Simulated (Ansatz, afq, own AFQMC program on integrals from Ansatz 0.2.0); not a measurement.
BH₂⁺, singlet: AFQMC among the cluster methods

```xyz
3

B     0.0000    0.0000    0.0000
H     0.0000    0.0000   -1.1792
H     0.0000    0.0000    1.1792
```

Basis cc-pVDZ. Only valence electrons are correlated. Integrals, coupled cluster, full CI and functionals: Ansatz 0.2.0; the random walks run on the same integrals in our own AFQMC program. ph-AFQMC/CISD is guided by a CISD state made of CCSD amplitudes; releasing the constraint for a short imaginary time cuts its bias at the price of noise, slowly where states lie close. Free projection: walkers drawn from exp(T), propagated without any constraint. Its projection time is finite, and what remains of the start isn't in its error. ± is one standard error of the sampling.

Determinant: RHF, the one that the program's search chose, which needn't be the lowest solution. The geometry is a point of a scan.

Full CI on the same integrals is exact in this basis and with this determinant's frozen core.

```
T1 diagnostic                               : 0.0057
weight of the determinant in the CISD state : 0.960
size of the correlated space                : 4 electrons in 23 orbitals
```

Reference: full CI, correlation energy -2.016 eV. The released energy is read at 2.40 1/Eh (meV from the phaseless value at times in 1/Eh: 0.0 ± 0.6 at 0.24, -0.3 ± 0.5 at 0.51, -0.1 ± 0.4 at 0.99, -0.8 ± 0.4 at 1.62, -1.1 ± 0.4 at 2.40).

```csv
level,E − E(reference) (mEh),share of correlation (%)
HF,74.09,0.00
MP2,18.86,74.54
CCSD,0.91,98.77
CCSD(T),0.26,99.65
CCSDT,0.02,99.97
CCSDT(Q),0.01,99.99
ph-AFQMC/HF,-1.86 ± 0.36,102.51
ph-AFQMC/CISD,0.02 ± 0.03,99.97
released AFQMC,-0.02 ± 0.01,100.03
free AFQMC,-0.01 ± 0.01,100.01
```

CCSDT and higher add their correlation energy to the determinant of the CCSD(T) run, since their own runs factorise the integrals more tightly (a shift of under 2 meV). Free projections are given only where their last times agree within the noise and don't stop above the reference; a slow remainder of the start can still hide under it. A walk keeps the symmetry of its determinant, which the program's search chose and which needn't be the lowest solution, so a lower state of the same spin and another symmetry isn't excluded. Released energies are given only where the last usable release times agree within the noise; a slower fall can still hide under it.
